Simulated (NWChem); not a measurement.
System: methanol (CH₄O); SMILES CO

```xyz
6

C     -0.0084    -0.6395     0.0000
O     -0.0907     0.7554     0.0000
H      0.5009    -1.0491    -0.8949
H     -1.0348    -1.0359     0.0000
H      0.5009    -1.0491     0.8949
H      0.8036     1.1087     0.0000
```
Atoms are numbered in this order, from 1.

Program: NWChem. Geometry optimised at PBE0/def2-SVP; all other runs use it. 

```csv
quantity,level,value
solvation free energy (kcal/mol) in n-hexane,"PBE0/def2-SVP, SMD",-1.7
"vertical, lowest excitation, singlet (eV)","PBE/def2-SVPD, TDA",6.23
"vertical ionisation energy, ΔSCF (eV)",PBE/def2-SVP,10.45
"anisotropy (bohr³), static",PBE/def2-SVPD,3.0
dipole (D),PBE0/def2-SVP,1.64
highest harmonic frequency (cm⁻¹),PBE0/def2-SVP,3897
```
